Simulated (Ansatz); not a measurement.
# Na2− (doublet): the correlation ladder at distance Na1–Na2 = 4.247 Å, aug-cc-pVTZ

The task here is to estimate one member of a computed series from the others.

The runs use Ansatz 0.2.0, Gaussian basis; aug-cc-pVTZ, core rule «outside noble gas», up to 10 orbitals frozen.

The runs, in order: UHF; CCSD(T) on ROHF; CCSD(T) on UHF; BCCD(T) on ROHF; CCSDT on ROHF; CCSDT on UHF; Full CI.

51 further runs of the same task are left out: 22 for a known fault of the program, 25 that didn't finish, 4 set aside as unsound or not needed. Runs told in other sessions of the task aren't counted.

### The system

The geometry derives from a PBE0/def2-TZVPD stationary point (not a proven minimum). One bond is set to the value named and the two fragments are kept rigid.

2 atoms, charge -1, spin multiplicity 2.

Atoms are counted from 1 here; the program's logs count them from 0.

No contacts short enough for the rule that draws bonds.

Set-up of the first run:

in.yaml reads:

```yaml
crystal:
  periodic: [false, false, false]
  atoms:
    - {symbol: Na, position_ang: [0.000000, 0.000000, 0.000000]}
    - {symbol: Na, position_ang: [0.000000, 0.000000, 4.247000]}
basis:
  gaussian: {orbitals: aug-cc-pVTZ}
total_charge: -1
magnetization: {spin_polarized: true, initial_magnetization: 1}
hamiltonian: {xc: hf}
output: {orbitals: {seedname: orbitals}}
```

On the command line:

```
$ ansatz run in.yaml --threads 1 --pin off --events-out ev --progress --plain --max-ram 2393MiB
```

Among the steps run: UHF; CCSD(T) on ROHF; CCSD(T) on UHF; BCCD(T) on ROHF; CCSDT on ROHF; CCSDT on UHF; Full CI.

One table of the session follows, with a row left open; its other results are not shown here.

It belongs to the step «Misses and costs». 

```
  method  from FCI (kJ/mol)
    ROHF              +93.5
     UHF              +67.8
    RMP2              +30.2
    UMP2              +36.9
   RCCSD               +5.0
   UCCSD               +3.0
RCCSD(T)               +1.3
UCCSD(T)               +1.4
 BCCD(T)                  ?
  RCCSDT                0.0
  UCCSDT                0.0
     FCI                  0
```

Q: Estimate the row for BCCD(T) from the others.

**Answer.** from FCI (kJ/mol): +1.5. In the column «from FCI (kJ/mol)» it lies between UCCSD(T) (+1.4) and UCCSD (+3.0).

The ROHF row is the lowest such solution found; the determinant under the restricted MP2 and coupled-cluster rows lies 0.07 eV higher.

To keep in mind: Levels on UHF freeze UHF's core orbitals, full CI those of ROHF, so the U rows can settle a little off it for that reason alone. Restricted and unrestricted rows rest on different reference determinants; a gap between their highest levels can come from leftover correlation error, from unlike frozen cores or from another state.
